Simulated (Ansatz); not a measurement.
**[Br···H···Si], triplet in cc-pVTZ: errors against UCCSDT(Q)**

Geometry: a point of a hydrogen-transfer path between rigid fragments, not a stationary point.

```xyz
3

Br    0.0000    0.0000   -1.8587
H     0.0000    0.0000    0.1013
Si    0.0000    0.0000    1.7573
```

Basis cc-pVTZ; Ansatz 0.2.0. Correlated methods freeze the noble-gas cores and the filled d shells of p-block atoms, which leaves 12 electrons in 72 orbitals. Prefix R: restricted or restricted open-shell reference; prefix U: unrestricted. Active spaces: valence = (12e, 9o) chosen from the atoms' valence shells. No spin–orbit coupling is included, and no scalar relativity.

Full CI isn't at hand for all of this; UCCSDT(Q) serves as the reference, and is uncertain by about the last step of the cluster series. The frozen core follows each run's orbitals, which can shift R against U totals by a few meV for light atoms and by up to 0.1 eV past Ca.

```
UHF ⟨S²⟩                          : 2.046
T1 diagnostic (RCCSD)             : 0.0290
largest doubles amplitude (RCCSD) : 0.059
T1 diagnostic (UCCSD)             : 0.0211
```

Question: From what is known of these methods and the diagnostics, rank them by the size of their error in total energy against UCCSDT(Q) in cc-pVTZ, smallest first (an estimate: the text doesn't fix the numbers).
A. UMP2
B. UCCSDT
C. UCCSD
D. UCCSD(T)
E. UHF

Answer: B (14 meV), D (57 meV), C (342 meV), A (1431 meV), E (7780 meV).

All errors are against UCCSDT(Q) in cc-pVTZ. Within each family the higher level lies nearer, as is usual though not guaranteed.

Natural occupations of CASSCF (valence space) about the gap: 1.999 1.999 1.972 1.933 1.000 0.999 0.059 0.039; effectively unpaired electrons, Σ n²(2−n)², 2.04.
